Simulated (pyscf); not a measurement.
Structures and frequencies: ωB97X-D3(BJ)/def2-SVP in PySCF.

Task: `[BH2][F]` + `[OH2]` -> `[OH][BH][F]` + `[H][H]`
Surface: singlet. Broken: B–H, H–O. Formed: B–O, H–H. Give ΔE‡ and ΔE from ωB97M-D3(BJ)/def2-TZVP, relative to the separated reactants.

Result: ΔE‡ = 13.9 kcal/mol, ΔE = -33.5 kcal/mol. Zero-point energy shifts the barrier by +1.1 kcal/mol. It is a four-centre exchange, with an imaginary mode of 1463i cm⁻¹. On the reactant side the descent ends in an adduct with a B–O contact, 10.7 kcal/mol under the separated species and 25.3 kcal/mol under the saddle at ωB97X-D3(BJ)/def2-TZVP. What is counted as formed (B–O) is already present as a longer contact in the reactant adduct; forming that adduct is a step of its own. At the saddle there is also a short B–H contact that neither side keeps. One saddle was located; it need not be the lowest between these sides.
